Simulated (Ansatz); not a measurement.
Reaction (hydrogen abstraction from a C–H bond): `CC(F)F` + Cl• → `C[C](F)F`• + HCl

Isolated molecules relaxed with PBE0-D4/def2-TZVP in Ansatz; ΔE leaves out vibrations. CBS: MP2 limit from def2 TZ/QZ plus the TZ coupled-cluster correction, frozen cores. This one scheme is used for every species, atoms too. No spin–orbit coupling; open shells (•) take unrestricted orbitals. Spin–orbit coupling would lower the free atoms: a little for Cl.

| species | MP2/def2-TZVPP energy (Eh) |
| --- | --- |
| `CC(F)F` | -277.91067 |
| Cl• | -459.63530 |
| `C[C](F)F`• | -277.24141 |
| HCl | -460.30264 |

Q: Work out ΔE.

A: ΔE = (-277.24141) + (-460.30264) − (-277.91067) − (-459.63530) = 0.00192 Eh = +1.2 kcal/mol. CCSD(T)/CBS gives +1.2 kcal/mol.

Largest T1 diagnostic among the species: 0.014.

In def2-TZVPP, CCSD(T) changes the Hartree–Fock value by −3.9 kcal/mol (the triples alone add −0.9 kcal/mol) and MP2 by −5.1 kcal/mol. From r2SCAN to r2SCAN0 (25 % exact exchange), in def2-TZVPP and without D4, ΔE moves by +1.9 kcal/mol. At CCSD(T), def2-SVP lies +4.2 kcal/mol from the extrapolated value and def2-TZVPP +1.3 kcal/mol.
